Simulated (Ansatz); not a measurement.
in.yaml

```yaml
crystal:
  periodic: [false, false, false]
  atoms:
    - {symbol: C, position_ang: [0.000000, 0.000000, 0.000000]}
    - {symbol: Li, position_ang: [0.000000, 0.000000, 2.292400]}
basis:
  gaussian: {orbitals: cc-pVDZ}
total_charge: 1
magnetization: {spin_polarized: true, initial_magnetization: 0}
correlation: {method: mp2, electrons: all}
```

```sh
$ ansatz run in.yaml --threads 1 --pin off --events-out ev --progress --plain --max-ram 2393MiB
```

Output:

```
263 factors; integrals over basis functions are off by at most 3.6e-4 eV
mean field evaluation 1: about -1220.6815 eV, gradient 5.9e0 eV
mean field evaluation 2: about -1220.6869 eV, gradient 5.9e0 eV
mean field evaluation 4: about -1220.9348 eV, gradient 2.0e-1 eV
mean field evaluation 8: about -1220.9351 eV, gradient 3.0e-4 eV
mean field evaluation 16: about -1222.2153 eV, gradient 3.3e-1 eV
mean field evaluation 32: about -1220.9351 eV, gradient 1.9e-6 eV
mean field evaluation 64: about -1221.5326 eV, gradient 1.1e-6 eV
mean field evaluation 96: about -1222.1588 eV, gradient 5.9e-1 eV
mean field evaluation 128: about -1222.2131 eV, gradient 5.6e-2 eV
mean field evaluation 160: about -1222.1463 eV, gradient 2.3e-1 eV
mean field evaluation 192: about -1220.9351 eV, gradient 3.1e-2 eV
mean field -1222.21689454 eV, -44.9156424259 hartree, gradient 1.9e-6 eV, S^2 0.986257; 20 other end points of the search recorded, 0 dependent functions left out
reference -1222.21689454 eV, -44.9156424259 hartree; 4, 4 occupied and 24, 24 virtual orbitals, 263 factors
second order -1.38590989 eV of doubles, -0.00000000 eV of singles
Total energy: -1223.60280443 eV, -44.9665736749 hartree
```

Ran on 1 thread of Arm Neoverse V1, shared host: 0.39 s wall, 0.06 GiB peak host memory.
